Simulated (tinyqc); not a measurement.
Worked calculation (part 2 of 3): RHF in the sto-3g basis, for H3O+, spin multiplicity 1. Computed by tinyqc, a small Python program that keeps every step (integrals from PySCF). Command: `OMP_NUM_THREADS=1 python tinyqc.py 25663 25664 out.jsonl` (the two numbers bound the seeds that draw the settings). One thread of a shared host (Intel(R) Xeon(R) Processor @ 2.60GHz), about 0.06 s of CPU time with the checks.

Geometry (angstrom):
```
atom          x          y         z
O      0.000000   0.000000  0.263000
H      1.000000   0.000000  0.000000
H     -0.500000   0.866000  0.000000
H     -0.500000  -0.866000  0.000000
```

## Iteration 1: building the Fock matrix

D at the start:
```
            1O 1s      1O 2s     1O 2px     1O 2py     1O 2pz      2H 1s      3H 1s      4H 1s
1O 1s    2.048993  -0.198247  -0.000004   0.000000  -0.056719  -0.119766  -0.119770  -0.119770
1O 2s   -0.198247   0.983620   0.000017   0.000000   0.201454   0.287286   0.287293   0.287293
1O 2px  -0.000004   0.000017   1.400778   0.000000  -0.000005   0.419533  -0.209764  -0.209764
1O 2py   0.000000   0.000000   0.000000   1.400771   0.000000   0.000000   0.363329  -0.363329
1O 2pz  -0.056719   0.201454  -0.000005   0.000000   1.964988  -0.039966  -0.039969  -0.039969
2H 1s   -0.119766   0.287286   0.419533   0.000000  -0.039966   0.216586   0.028116   0.028116
3H 1s   -0.119770   0.287293  -0.209764   0.363329  -0.039969   0.028116   0.216597   0.028118
4H 1s   -0.119770   0.287293  -0.209764  -0.363329  -0.039969   0.028116   0.028118   0.216597
```

core Hamiltonian H = T + V (hartree):
```
             1O 1s      1O 2s     1O 2px     1O 2py     1O 2pz      2H 1s      3H 1s      4H 1s
1O 1s   -33.150597  -7.714512   0.000001   0.000000   0.010151  -1.476365  -1.476440  -1.476440
1O 2s    -7.714512  -9.766731   0.000009   0.000000   0.122286  -3.440768  -3.440894  -3.440894
1O 2px    0.000001   0.000009  -8.014542   0.000000  -0.000002  -2.385295   1.192708   1.192708
1O 2py    0.000000   0.000000   0.000000  -8.014542   0.000000   0.000000  -2.065765   2.065765
1O 2pz    0.010151   0.122286  -0.000002   0.000000  -7.888106   0.660579   0.660610   0.660610
2H 1s    -1.476365  -3.440768  -2.385295   0.000000   0.660579  -5.060868  -1.198589  -1.198589
3H 1s    -1.476440  -3.440894   1.192708  -2.065765   0.660610  -1.198589  -5.060947  -1.198659
4H 1s    -1.476440  -3.440894   1.192708   2.065765   0.660610  -1.198589  -1.198659  -5.060947
```

nuclear repulsion = 13.19931228 hartree

Given earlier and not repeated: Two-electron integrals (ij|kl) in chemists' order.

J_ij = sum D_kl (ij|kl), K_ij = sum D_kl (ik|jl); F = H + J - 0.5 K; E = tr D H + tr D J / 2 - 0.25 tr D K + E_nn.

Coulomb J (hartree):
```
            1O 1s      1O 2s     1O 2px     1O 2py     1O 2pz      2H 1s      3H 1s      4H 1s
1O 1s   17.417894   3.294620   0.000000   0.000000   0.003415   0.629382   0.629414   0.629414
1O 2s    3.294620   8.248209  -0.000001   0.000000  -0.007275   2.889951   2.890055   2.890055
1O 2px   0.000000  -0.000001   8.242322   0.000000   0.000000   2.183164  -1.091636  -1.091636
1O 2py   0.000000   0.000000   0.000000   8.242322   0.000000   0.000000   1.890713  -1.890713
1O 2pz   0.003415  -0.007275   0.000000   0.000000   8.236836  -0.578168  -0.578196  -0.578196
2H 1s    0.629382   2.889951   2.183164   0.000000  -0.578168   4.777631   1.009276   1.009276
3H 1s    0.629414   2.890055  -1.091636   1.890713  -0.578196   1.009276   4.777705   1.009336
4H 1s    0.629414   2.890055  -1.091636  -1.890713  -0.578196   1.009276   1.009336   4.777705
```

exchange K (hartree):
```
            1O 1s     1O 2s     1O 2px     1O 2py     1O 2pz      2H 1s      3H 1s      4H 1s
1O 1s    9.711518  1.702706   0.000000   0.000000  -0.006260   0.334001   0.334018   0.334018
1O 2s    1.702706  2.501686   0.000002   0.000000   0.049936   1.028884   1.028918   1.028918
1O 2px   0.000000  0.000002   2.073945   0.000000   0.000000   0.746729  -0.373378  -0.373378
1O 2py   0.000000  0.000000   0.000000   2.073944   0.000000   0.000000   0.646696  -0.646696
1O 2pz  -0.006260  0.049936   0.000000   0.000000   2.218502  -0.177927  -0.177936  -0.177936
2H 1s    0.334001  1.028884   0.746729   0.000000  -0.177927   0.969860   0.344563   0.344563
3H 1s    0.334018  1.028918  -0.373378   0.646696  -0.177936   0.344563   0.969904   0.344583
4H 1s    0.334018  1.028918  -0.373378  -0.646696  -0.177936   0.344563   0.344583   0.969904
```

Fock matrix F (hartree):
```
             1O 1s      1O 2s     1O 2px     1O 2py     1O 2pz      2H 1s      3H 1s      4H 1s
1O 1s   -20.588462  -5.271245   0.000001   0.000000   0.016696  -1.013984  -1.014035  -1.014035
1O 2s    -5.271245  -2.769365   0.000006   0.000000   0.090043  -1.065260  -1.065297  -1.065297
1O 2px    0.000001   0.000006  -0.809192   0.000000  -0.000002  -0.575495   0.287761   0.287761
1O 2py    0.000000   0.000000   0.000000  -0.809192   0.000000   0.000000  -0.498400   0.498400
1O 2pz    0.016696   0.090043  -0.000002   0.000000  -0.760520   0.171375   0.171382   0.171382
2H 1s    -1.013984  -1.065260  -0.575495   0.000000   0.171375  -0.768167  -0.361594  -0.361594
3H 1s    -1.014035  -1.065297   0.287761  -0.498400   0.171382  -0.361594  -0.768194  -0.361614
4H 1s    -1.014035  -1.065297   0.287761   0.498400   0.171382  -0.361594  -0.361614  -0.768194
```

total energy of this density = -75.10376305 hartree

## Iteration 1: diagonalisation and new density

X:
```
            1O 1s      1O 2s     1O 2px     1O 2py     1O 2pz      2H 1s      3H 1s      4H 1s
1O 1s    1.024725  -0.146742   0.000000   0.000000   0.005118   0.019267   0.019268   0.019268
1O 2s   -0.146742   1.265570  -0.000006   0.000000  -0.052066  -0.240205  -0.240217  -0.240217
1O 2px   0.000000  -0.000006   1.100117   0.000000   0.000002  -0.241390   0.120700   0.120700
1O 2py   0.000000   0.000000   0.000000   1.100119   0.000000   0.000000  -0.209056   0.209056
1O 2pz   0.005118  -0.052066   0.000002   0.000000   1.011127   0.051518   0.051521   0.051521
2H 1s    0.019267  -0.240205  -0.241390   0.000000   0.051518   1.164710  -0.059772  -0.059772
3H 1s    0.019268  -0.240217   0.120700  -0.209056   0.051521  -0.059772   1.164721  -0.059776
4H 1s    0.019268  -0.240217   0.120700   0.209056   0.051521  -0.059772  -0.059776   1.164721
```

Diagonalise F' = X^T F X, C = X C', fill 5 alpha and 5 beta electrons from the bottom; D = 2 C_occ C_occ^T. Each column has its largest component positive (the first on a tie).

F' = X^T F X (hartree):
```
            1          2          3          4          5          6          7          8
1  -20.197085  -2.752423   0.000002   0.000000   0.028224  -0.129368  -0.129381  -0.129381
2   -2.752423  -1.451389  -0.000005   0.000000  -0.015941  -0.470476  -0.470496  -0.470496
3    0.000002  -0.000005  -0.556374   0.000000   0.000002  -0.490474   0.245246   0.245246
4    0.000000   0.000000   0.000000  -0.556371   0.000000   0.000000  -0.424772   0.424772
5    0.028224  -0.015941   0.000002   0.000000  -0.734853   0.104948   0.104954   0.104954
6   -0.129368  -0.470476  -0.490474   0.000000   0.104948  -0.266741  -0.096717  -0.096717
7   -0.129381  -0.470496   0.245246  -0.424772   0.104954  -0.096717  -0.266737  -0.096722
8   -0.129381  -0.470496   0.245246   0.424772   0.104954  -0.096717  -0.096722  -0.266737
```

orbital energies (hartree): MO1 -20.598582, MO2 -1.594703, MO3 -0.994209, MO4 -0.994208, MO5 -0.756927, MO6 0.106711, MO7 0.267809, MO8 0.267822

coefficients C:
```
              MO1        MO2        MO3        MO4        MO5        MO6        MO7        MO8
1O 1s    0.993625  -0.229043   0.000000  -0.000003  -0.050747  -0.174377  -0.000016   0.000000
1O 2s    0.028803   0.806175   0.000000   0.000017   0.232457   1.046058   0.000104   0.000000
1O 2px   0.000000  -0.000007   0.000000   0.714896  -0.000006   0.000064  -0.886898   0.000000
1O 2py   0.000000   0.000000   0.714895   0.000000   0.000000   0.000000   0.000000   0.886902
1O 2pz  -0.002341  -0.094274   0.000000   0.000004   0.968940  -0.292130  -0.000030   0.000000
2H 1s   -0.005207   0.142752   0.000000   0.393808  -0.054804  -0.633671   0.950081   0.000000
3H 1s   -0.005207   0.142760   0.341049  -0.196903  -0.054802  -0.633560  -0.475125  -0.822853
4H 1s   -0.005207   0.142760  -0.341049  -0.196903  -0.054802  -0.633560  -0.475125   0.822853
```

D after iteration 1:
```
            1O 1s      1O 2s     1O 2px     1O 2py     1O 2pz      2H 1s      3H 1s      4H 1s
1O 1s    2.084653  -0.335650  -0.000002   0.000000  -0.059807  -0.070180  -0.070180  -0.070180
1O 2s   -0.335650   1.409566   0.000010   0.000000   0.298336   0.204401   0.204394   0.204394
1O 2px  -0.000002   0.000010   1.022152   0.000000  -0.000006   0.563062  -0.281531  -0.281531
1O 2py   0.000000   0.000000   0.000000   1.022151   0.000000   0.000000   0.487629  -0.487629
1O 2pz  -0.059807   0.298336  -0.000006   0.000000   1.895475  -0.133093  -0.133094  -0.133094
2H 1s   -0.070180   0.204401   0.563062   0.000000  -0.133093   0.356988  -0.108264  -0.108264
3H 1s   -0.070180   0.204394  -0.281531   0.487629  -0.133094  -0.108264   0.356992  -0.108266
4H 1s   -0.070180   0.204394  -0.281531  -0.487629  -0.133094  -0.108264  -0.108266   0.356992
```

Within a degenerate level the vectors are fixed only up to a rotation; this is one choice.

## Iteration 2: building the Fock matrix

As before.

Coulomb J (hartree):
```
            1O 1s      1O 2s     1O 2px     1O 2py     1O 2pz      2H 1s      3H 1s      4H 1s
1O 1s   17.172316   3.234030   0.000000   0.000000   0.005000   0.617888   0.617920   0.617920
1O 2s    3.234030   8.100227  -0.000003   0.000000  -0.010092   2.851718   2.851822   2.851822
1O 2px   0.000000  -0.000003   8.089351   0.000000   0.000000   2.160770  -1.080439  -1.080439
1O 2py   0.000000   0.000000   0.000000   8.089351   0.000000   0.000000   1.871319  -1.871319
1O 2pz   0.005000  -0.010092   0.000000   0.000000   8.098255  -0.574846  -0.574874  -0.574874
2H 1s    0.617888   2.851718   2.160770   0.000000  -0.574846   4.771875   1.000517   1.000517
3H 1s    0.617920   2.851822  -1.080439   1.871319  -0.574874   1.000517   4.771945   1.000576
4H 1s    0.617920   2.851822  -1.080439  -1.871319  -0.574874   1.000517   1.000576   4.771945
```

exchange K (hartree):
```
            1O 1s      1O 2s     1O 2px     1O 2py     1O 2pz      2H 1s      3H 1s      4H 1s
1O 1s    9.745197   1.656753   0.000000   0.000000  -0.002380   0.329959   0.329975   0.329975
1O 2s    1.656753   2.532610  -0.000002   0.000000   0.067326   1.023452   1.023484   1.023484
1O 2px   0.000000  -0.000002   1.890043   0.000000   0.000000   0.770660  -0.385344  -0.385344
1O 2py   0.000000   0.000000   0.000000   1.890046   0.000000   0.000000   0.667420  -0.667420
1O 2pz  -0.002380   0.067326   0.000000   0.000000   2.203036  -0.201756  -0.201764  -0.201764
2H 1s    0.329959   1.023452   0.770660   0.000000  -0.201756   1.052735   0.307363   0.307363
3H 1s    0.329975   1.023484  -0.385344   0.667420  -0.201764   0.307363   1.052769   0.307382
4H 1s    0.329975   1.023484  -0.385344  -0.667420  -0.201764   0.307363   0.307382   1.052769
```

Fock matrix F (hartree):
```
             1O 1s      1O 2s     1O 2px     1O 2py     1O 2pz      2H 1s      3H 1s      4H 1s
1O 1s   -20.850880  -5.308858   0.000001   0.000000   0.016342  -1.023456  -1.023507  -1.023507
1O 2s    -5.308858  -2.932809   0.000007   0.000000   0.078531  -1.100776  -1.100814  -1.100814
1O 2px    0.000001   0.000007  -0.870212   0.000000  -0.000002  -0.609856   0.304941   0.304941
1O 2py    0.000000   0.000000   0.000000  -0.870214   0.000000   0.000000  -0.528157   0.528157
1O 2pz    0.016342   0.078531  -0.000002   0.000000  -0.891369   0.186611   0.186618   0.186618
2H 1s    -1.023456  -1.100776  -0.609856   0.000000   0.186611  -0.815360  -0.351754  -0.351754
3H 1s    -1.023507  -1.100814   0.304941  -0.528157   0.186618  -0.351754  -0.815387  -0.351774
4H 1s    -1.023507  -1.100814   0.304941   0.528157   0.186618  -0.351754  -0.351774  -0.815387
```

total energy of this density = -75.31028012 hartree

## Iteration 2: diagonalisation and new density

As before.

F' = X^T F X (hartree):
```
            1          2          3          4          5          6          7          8
1  -20.465378  -2.731306   0.000001   0.000000   0.028531  -0.135539  -0.135553  -0.135553
2   -2.731306  -1.644534  -0.000004   0.000000  -0.031559  -0.468860  -0.468879  -0.468879
3    0.000001  -0.000004  -0.607836   0.000000   0.000002  -0.506701   0.253359   0.253359
4    0.000000   0.000000   0.000000  -0.607835   0.000000   0.000000  -0.438824   0.438824
5    0.028531  -0.031559   0.000002   0.000000  -0.862751   0.116879   0.116885   0.116885
6   -0.135539  -0.468860  -0.506701   0.000000   0.116879  -0.307162  -0.076759  -0.076759
7   -0.135553  -0.468879   0.253359  -0.438824   0.116885  -0.076759  -0.307158  -0.076763
8   -0.135553  -0.468879   0.253359   0.438824   0.116885  -0.076759  -0.076763  -0.307158
```

orbital energies (hartree): MO1 -20.859675, MO2 -1.730845, MO3 -1.067766, MO4 -1.067765, MO5 -0.896085, MO6 0.053263, MO7 0.229525, MO8 0.229536

coefficients C:
```
              MO1        MO2        MO3        MO4        MO5        MO6        MO7        MO8
1O 1s    0.994086  -0.237564   0.000000  -0.000003  -0.048465  -0.160439  -0.000012   0.000000
1O 2s    0.026704   0.863790   0.000000   0.000017   0.234220   0.998656   0.000085   0.000000
1O 2px   0.000000  -0.000007   0.000000   0.707812  -0.000008   0.000051  -0.892562   0.000000
1O 2py   0.000000   0.000000   0.707812   0.000000   0.000000   0.000000   0.000000   0.892565
1O 2pz  -0.002154  -0.086157   0.000000   0.000007   0.964677  -0.308298  -0.000026   0.000000
2H 1s   -0.004688   0.108903   0.000000   0.401360  -0.071501  -0.638700   0.946924   0.000000
3H 1s   -0.004689   0.108908   0.347589  -0.200680  -0.071497  -0.638609  -0.473534  -0.820111
4H 1s   -0.004689   0.108908  -0.347589  -0.200680  -0.071497  -0.638609  -0.473534   0.820111
```

D after iteration 2:
```
            1O 1s      1O 2s     1O 2px     1O 2py     1O 2pz      2H 1s      3H 1s      4H 1s
1O 1s    2.093986  -0.380021  -0.000001   0.000000  -0.056852  -0.054136  -0.054136  -0.054136
1O 2s   -0.380021   1.603410   0.000008   0.000000   0.302935   0.154408   0.154399   0.154399
1O 2px  -0.000001   0.000008   1.001995   0.000000  -0.000005   0.568174  -0.284087  -0.284087
1O 2py   0.000000   0.000000   0.000000   1.001995   0.000000   0.000000   0.492056  -0.492056
1O 2pz  -0.056852   0.302935  -0.000005   0.000000   1.876059  -0.156691  -0.156692  -0.156692
2H 1s   -0.054136   0.154408   0.568174   0.000000  -0.156691   0.356168  -0.127100  -0.127100
3H 1s   -0.054136   0.154399  -0.284087   0.492056  -0.156692  -0.127100   0.356171  -0.127102
4H 1s   -0.054136   0.154399  -0.284087  -0.492056  -0.156692  -0.127100  -0.127102   0.356171
```

Within a degenerate level the vectors are fixed only up to a rotation; this is one choice.

## Iteration 13 (converged): orbitals

converged F (hartree):
```
             1O 1s      1O 2s     1O 2px     1O 2py     1O 2pz      2H 1s      3H 1s      4H 1s
1O 1s   -20.825486  -5.300098   0.000001   0.000000   0.016570  -1.022069  -1.022120  -1.022120
1O 2s    -5.300098  -2.944310   0.000007   0.000000   0.080285  -1.093102  -1.093140  -1.093140
1O 2px    0.000001   0.000007  -0.853565   0.000000  -0.000002  -0.606704   0.303365   0.303365
1O 2py    0.000000   0.000000   0.000000  -0.853567   0.000000   0.000000  -0.525428   0.525428
1O 2pz    0.016570   0.080285  -0.000002   0.000000  -0.877198   0.192807   0.192814   0.192814
2H 1s    -1.022069  -1.093102  -0.606704   0.000000   0.192807  -0.806664  -0.342956  -0.342956
3H 1s    -1.022120  -1.093140   0.303365  -0.525428   0.192814  -0.342956  -0.806691  -0.342976
4H 1s    -1.022120  -1.093140   0.303365   0.525428   0.192814  -0.342956  -0.342976  -0.806691
```

As before.

F' = X^T F X (hartree):
```
            1          2          3          4          5          6          7          8
1  -20.441528  -2.721500   0.000001   0.000000   0.028620  -0.136839  -0.136853  -0.136853
2   -2.721500  -1.674538  -0.000004   0.000000  -0.033016  -0.460738  -0.460757  -0.460757
3    0.000001  -0.000004  -0.590207   0.000000   0.000001  -0.506571   0.253294   0.253294
4    0.000000   0.000000   0.000000  -0.590207   0.000000   0.000000  -0.438712   0.438712
5    0.028620  -0.033016   0.000001   0.000000  -0.846456   0.124353   0.124358   0.124358
6   -0.136839  -0.460738  -0.506571   0.000000   0.124353  -0.302454  -0.070558  -0.070558
7   -0.136853  -0.460757   0.253294  -0.438712   0.124358  -0.070558  -0.302450  -0.070563
8   -0.136853  -0.460757   0.253294   0.438712   0.124358  -0.070558  -0.070563  -0.302450
```

orbital energies (hartree): MO1 -20.834168, MO2 -1.737451, MO3 -1.056829, MO4 -1.056827, MO5 -0.886149, MO6 0.051675, MO7 0.234725, MO8 0.234735

coefficients C:
```
              MO1        MO2        MO3        MO4        MO5        MO6        MO7        MO8
1O 1s    0.994118  -0.240027   0.000000  -0.000003  -0.050830  -0.155778  -0.000011   0.000000
1O 2s    0.026560   0.879532   0.000000   0.000018   0.250976   0.980688   0.000080   0.000000
1O 2px   0.000000  -0.000007   0.000000   0.701505  -0.000009   0.000048  -0.897527   0.000000
1O 2py   0.000000   0.000000   0.701505   0.000000   0.000000   0.000000   0.000000   0.897530
1O 2pz  -0.002153  -0.088234   0.000000   0.000007   0.958763  -0.325670  -0.000026   0.000000
2H 1s   -0.004653   0.098970   0.000000   0.408022  -0.084216  -0.638764   0.944074   0.000000
3H 1s   -0.004654   0.098975   0.353359  -0.204011  -0.084210  -0.638678  -0.472106  -0.817642
4H 1s   -0.004654   0.098975  -0.353359  -0.204011  -0.084210  -0.638678  -0.472106   0.817642
```

D after iteration 13:
```
            1O 1s      1O 2s     1O 2px     1O 2py     1O 2pz      2H 1s      3H 1s      4H 1s
1O 1s    2.096934  -0.394928  -0.000001   0.000000  -0.059390  -0.048204  -0.048203  -0.048203
1O 2s   -0.394928   1.674543   0.000008   0.000000   0.325928   0.131589   0.131579   0.131579
1O 2px  -0.000001   0.000008   0.984218   0.000000  -0.000005   0.572459  -0.286230  -0.286230
1O 2py   0.000000   0.000000   0.000000   0.984219   0.000000   0.000000   0.495767  -0.495767
1O 2pz  -0.059390   0.325928  -0.000005   0.000000   1.854033  -0.178925  -0.178924  -0.178924
2H 1s   -0.048204   0.131589   0.572459   0.000000  -0.178925   0.366782  -0.132665  -0.132665
3H 1s   -0.048203   0.131579  -0.286230   0.495767  -0.178924  -0.132665   0.366785  -0.132666
4H 1s   -0.048203   0.131579  -0.286230  -0.495767  -0.178924  -0.132665  -0.132666   0.366785
```

Within a degenerate level the vectors are fixed only up to a rotation; this is one choice.

## Convergence

Stop when the energy changes by less than 1e-10 hartree and every element of the error matrix X^T (F D S - S D F) X is below 3e-06.

Course of the cycle:
```
iteration   E (hartree)     change  largest element of the error matrix
1          -75.10376305          -                             4.72e-01
2          -75.31028012  -2.07e-01                             1.00e-01
3          -75.32337408  -1.31e-02                             2.17e-02
4          -75.32446822  -1.09e-03                             7.45e-03
5          -75.32457903  -1.11e-04                             2.38e-03
6          -75.32459372  -1.47e-05                             9.63e-04
7          -75.32459607  -2.35e-06                             4.02e-04
8          -75.32459648  -4.15e-07                             1.70e-04
9          -75.32459656  -7.61e-08                             7.24e-05
10         -75.32459657  -1.41e-08                             3.11e-05
11         -75.32459658  -2.64e-09                             1.34e-05
12         -75.32459658  -4.95e-10                             5.77e-06
13         -75.32459658  -9.28e-11                             2.49e-06
```

PySCF RHF in the same basis = -75.32459658 hartree

Converged in 13 iterations.
